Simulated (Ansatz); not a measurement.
# HSCl (triplet): the correlation ladder at distance Cl1–H2 along a hydrogen transfer = 1.388 Å, cc-pVTZ

How much of the correlation energy of HSCl (triplet) does each wave-function method recover here?

Program: Ansatz 0.2.0, Gaussian basis. Level of theory: cc-pVTZ, core rule «outside noble gas», up to 10 orbitals frozen. These are calculated values, not measurements.

Plan: UHF; CCSD(T) on ROHF; CCSD(T) on UHF; BCCD(T) on ROHF; CCSDT(Q) on ROHF; CCSDT(Q) on UHF; CASSCF and MRCISD+Q, 4 electrons in 4 orbitals; CASSCF and NEVPT2, 4 electrons in 4 orbitals; CASSCF and MRCISD+Q, 14 electrons in 9 orbitals; CASSCF and NEVPT2, 14 electrons in 9 orbitals.

### Step 1. What is computed

The geometry derives from fragments relaxed apart (PBE0/def2-TZVP) and kept rigid, so it is no stationary point. A hydrogen atom is moved between rigid fragments.

3 atoms, charge 0, spin multiplicity 3.

Atoms are counted from 1 here; the program's logs count them from 0.

Bond lengths: Cl1–H2 1.388 Å.

### Step 2. UHF

Input file in.yaml:

```yaml
crystal:
  periodic: [false, false, false]
  atoms:
    - {symbol: Cl, position_ang: [0.000000, 0.000000, -1.602667]}
    - {symbol: H, position_ang: [0.000000, 0.000000, -0.214667]}
    - {symbol: S, position_ang: [0.000000, 0.000000, 1.817333]}
basis:
  gaussian: {orbitals: cc-pVTZ}
magnetization: {spin_polarized: true, initial_magnetization: 2}
hamiltonian: {xc: hf}
output: {orbitals: {seedname: orbitals}}
```

Started as:

```bash
$ ansatz run in.yaml --threads 1 --pin off --events-out ev --progress --plain --max-ram 2816MiB --backend cpu
```

Further steps of the session: CCSD(T) on ROHF; CCSD(T) on UHF; BCCD(T) on ROHF; CCSDT(Q) on ROHF; CCSDT(Q) on UHF; CASSCF and MRCISD+Q, 4 electrons in 4 orbitals; CASSCF and NEVPT2, 4 electrons in 4 orbitals; CASSCF and MRCISD+Q, 14 electrons in 9 orbitals; CASSCF and NEVPT2, 14 electrons in 9 orbitals.

**Question.** What will the summary of the whole plan be? Wanted: UCCSDT(Q) below the RHF energy; RMP2 from UCCSDT(Q); UMP2 from UCCSDT(Q); RCCSD from UCCSDT(Q); RCCSD(T) from UCCSDT(Q); UCCSD(T) from UCCSDT(Q); RCCSDT(Q) from UCCSDT(Q); NEVPT2 pair from UCCSDT(Q); MRCISD+Q pair from UCCSDT(Q).

**Answer**, as computed:

| quantity | value |
| --- | --- |
| UCCSDT(Q) below the RHF energy | -10.6059 eV |
| RMP2 from UCCSDT(Q) | +1489.1 meV |
| UMP2 from UCCSDT(Q) | +1525.5 meV |
| RCCSD from UCCSDT(Q) | +428.5 meV |
| RCCSD(T) from UCCSDT(Q) | +50.9 meV |
| UCCSD(T) from UCCSDT(Q) | +49.6 meV |
| RCCSDT(Q) from UCCSDT(Q) | +1.5 meV |
| NEVPT2 pair from UCCSDT(Q) | +1532.7 meV |
| MRCISD+Q pair from UCCSDT(Q) | +228.2 meV |
| NEVPT2 valence from UCCSDT(Q) | +2308.9 meV |
| levels within 1 kcal/mol (43 meV) | RCCSDT, UCCSDT, RCCSDT(Q) |
| T1 diagnostic | 0.012 |
| effectively unpaired electrons | 2.01 |

In words: RCCSD(T) misses by +50.9 meV, 0.5 % of the correlation energy. One determinant dominates. Of the multireference levels listed MRCISD+Q pair comes nearest in total energy (+228.2 meV), which doesn't show that its space is the better one. These misses are within one basis, not against nature; the frozen cores of restricted and unrestricted runs differ, which can shift their rows.
